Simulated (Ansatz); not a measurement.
A nudged elastic band was laid between two geometries of H2O + HS (5 atoms, charge 0, multiplicity 2).

Method: UKS PBE-D4/6-31G* (Ansatz 0.2.0).

```yaml
movable_images: 5
climbing_image: yes
spring: 5.0 eV/Å²
optimiser: quadratic models (default)
start_path: through a guess of the saddle point
force_threshold: 0.03 eV/Å
iteration_limit: 60
end_points: relaxed
```

Initial state:

```xyz
5
Properties=species:S:1:pos:R:3
H -0.128 -1.353 0.085
O 0.099 -0.803 -0.695
S -0.224 1.176 1.031
H -0.776 -0.509 -1.027
H 1.029 1.489 0.606
```

Final state:

```xyz
5
Properties=species:S:1:pos:R:3
H 0.161 -0.641 1.103
O 0.032 -0.612 -1.156
S -0.255 0.645 0.991
H -0.889 -0.457 -1.474
H 0.952 1.065 0.536
```

What changes between the two ends?

Bonds broken: H1–O2. Bonds formed: H1–S3. H2O + HS becomes H2S + HO.

What energy profile does the band end with?

It converged. The highest image is number 5 of 0 to 6, 1.10 eV above the first end and 0.00 eV above the last; the last end lies 1.10 eV above the first. The top lies less than 8 meV above the higher end, about what the thresholds resolve: that end is a shoulder or a very shallow well. A vibrational analysis at the climbing image gives one clearly imaginary mode, 201i cm⁻¹: a first-order saddle point.

```tsv
image	path coordinate (Å)	energy (eV)	H1–O2 (Å)	H1–S3 (Å)
0	0.00	0.00	0.98	2.70
1	0.39	0.02	0.98	2.42
2	0.79	0.15	1.01	1.99
3	1.18	0.87	1.35	1.53
4	1.57	1.07	1.84	1.38
5	1.97	1.10	2.23	1.36
6	2.00	1.10	2.26	1.36
```

What is the geometry of the highest image?


```xyz
5
Properties=species:S:1:pos:R:3
H 0.139 -0.566 1.119
O 0.053 -0.684 -1.107
S -0.266 0.718 0.948
H -0.870 -0.575 -1.438
H 0.945 1.106 0.478
```

Time of the run: 3.1 min on 1 CPU thread of a shared host.
